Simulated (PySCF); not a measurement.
# How good is the calculation?

Mapped SMILES: `[CH2:1]=[CH:2][O:3][CH:4]=[CH2:5]`; H(Xn) means a hydrogen on atom n. Ha(C1), Ha(C5) are cis to O3; Hb(C1), Hb(C5) are trans to O3.

Measured values that the calculation should reproduce: δ $^{1}$H H(C2)/H(C4) 6.49 ppm (measured; solution, not stated per compound (mostly CDCl3 or CCl4); Pretsch, Buehlmann, Badertscher, Structure Determination of Organic Compounds, 4th ed. (2009)). Coupling constants: $^{3}J$(H(C2),Hb(C1)) (cis) 6.4 Hz, $^{3}J$(H(C2),Ha(C1)) (trans) 14.0 Hz, $^{2}J$(Ha(C1),Hb(C1)) -1.8 Hz.

Theoretical values (PySCF 2.14.0 with density-fitted response routines): PBE0/pcSseg-2 with gauge-including orbitals, PBE0-D3(BJ)/def2-SVP structure, spin–spin couplings from B3LYP/pcJ-1 (without the spin–dipole term). Relativity neglected, gas phase, fast rotation and ring inversion assumed for equivalent nuclei, a single conformation.

What does the calculation give, and how does it compare?

Results:


Reference values: measured (solution, not stated per compound (mostly CDCl3 or CCl4); Pretsch, Buehlmann, Badertscher, Structure Determination of Organic Compounds, 4th ed. (2009)).
```json
{"atoms": "H(C2)/H(C4)", "quantity": "δ $^{1}$H", "reference": "6.49", "computed": "6.54"}
```

Computed shifts are σ(ref) − σ with the named reference compound (TMS for H and C) calculated as an isolated molecule at the same level.

Coupling constants in Hz:
| coupling | reference | computed | source |
| --- | --- | --- | --- |
| $^{3}J$(H(C2),Hb(C1)) cis | 6.4 | 7.3 | measured; solution (compiled); Pretsch, Buehlmann, Badertscher, Structure Determination of Organic Compounds, 4th ed., Springer 2009 |
| $^{3}J$(H(C2),Ha(C1)) trans | 14.0 | 14.6 | measured; solution (compiled); Pretsch, Buehlmann, Badertscher, Structure Determination of Organic Compounds, 4th ed., Springer 2009 |
| $^{2}J$(Ha(C1),Hb(C1)) | -1.8 | -1.0 | measured; solution (compiled); Pretsch, Buehlmann, Badertscher, Structure Determination of Organic Compounds, 4th ed., Springer 2009 |

4 of the 6 published NMR values on file for this molecule are compared.

Unscaled 3J(H,H) at this level run about 10 % above measured values.
